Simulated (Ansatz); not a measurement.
Geometry optimisation, Ansatz 0.2.0, UKS PBE-D4/def2-SVP.

Input file:

```yaml
crystal:
  periodic: [false, false, false]
  atoms:
    - { symbol: B, position_ang: [0.6206, -0.3719, 0.6725] }
    - { symbol: "N", position_ang: [-0.0912, 0.3544, -0.5259] }
    - { symbol: H, position_ang: [0.50292, -0.25316, -1.12548] }
    - { symbol: H, position_ang: [-1.0152, 0.0723, -0.531] }
    - { symbol: H, position_ang: [-0.0708, 1.3756, -0.3455] }
magnetization:
  spin_polarized: true
  initial_magnetization: 1
basis:
  gaussian: { orbitals: def2-SVP }
hamiltonian:
  xc: pbe
  dispersion: d4
relax:
  f_tol: 0.02
  max_steps: 50
```

Command:

```bash
$ ansatz run input.yaml --threads 1 --pin off --max-ram 2048MiB --backend cpu --events-out ev --progress --plain --runs-dir out
```

Where does it end, and by what steps?

It converged. After 6 steps the energy has fallen by 0.587 eV; H3 moved furthest, 0.22 Å.

```
step  energy less start (eV)  largest force component (eV/Å)  accepted
   0                  0.0000                           3.106       yes
   1                 -0.3958                           0.845       yes
   2                 -0.5410                           1.333       yes
   3                 -0.5748                           0.298       yes
   4                 -0.5856                           0.076       yes
   5                 -0.5864                           0.027       yes
   6                 -0.5866                           0.002       yes
```

```xyz
5
Properties=species:S:1:pos:R:3
B 0.688 -0.450 0.863
N -0.089 0.305 -0.423
H 0.444 -0.071 -1.230
H -1.086 0.052 -0.587
H -0.011 1.342 -0.478
```

Run time: 8.2 s on 1 thread of Intel(R) Xeon(R) 6975P-C (Granite Rapids), on a shared host, peak memory 0.12 GiB.
